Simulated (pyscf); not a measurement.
H₃C–Ga(CH₃)–OH + CH₃• → H₃C–CH₃ + [H₃C–Ga–OH]•, a substitution at C (doublet surface; C–Ga broken, C–C formed). Structures and frequencies: ωB97X-D3(BJ)/def2-SVP in PySCF. Energies in kcal/mol from the separated reactants.

Small-basis levels: PySCF, no dispersion term, spherical d functions. AM1 to PM7: differences of heats of formation from MOPAC, which are fitted to 298 K values and so differ in kind from electronic energies by zero-point and thermal terms. GFN2-xTB: tblite. Open shells are spin-unrestricted. 

```csv
level,barrier,reaction energy
HF/STO-3G,65.4,-11.9
HF/6-31G*+LANL2DZ,49.9,-13.6
SVWN5/6-31G*+LANL2DZ,11.7,-29.9
BP86/6-31G*+LANL2DZ,22.3,-22.6
B3LYP/3-21G,?,-10.2
B3LYP/LANL2DZ,32.7,-15.2
B3LYP/6-31G*+LANL2DZ,29.8,-20.4
PBE/def2-SVP,20.2,-24.7
B3LYP/def2-SVP,27.9,-22.9
GFN2-xTB,4.7,-46.5
PM6,34.5,-18.4
PM7,?,-4.9
ωB97M-D3(BJ)/def2-TZVP,?,-20.4
```

Task: Fill in the missing entries.

Result: 
- B3LYP/3-21G, barrier: 29.0
- PM7, barrier: 36.0
- ωB97M-D3(BJ)/def2-TZVP, barrier: 31.5

Against the last row the barrier runs from -26.8 (GFN2-xTB) to +33.9 kcal/mol (HF/STO-3G). ωB97M-D3(BJ)/def2-TZVP has limits of its own. One saddle was located; it need not be the lowest between these sides. The angle at the attacked C is 169°. In the def2 sets elements up to Kr have no core potential.
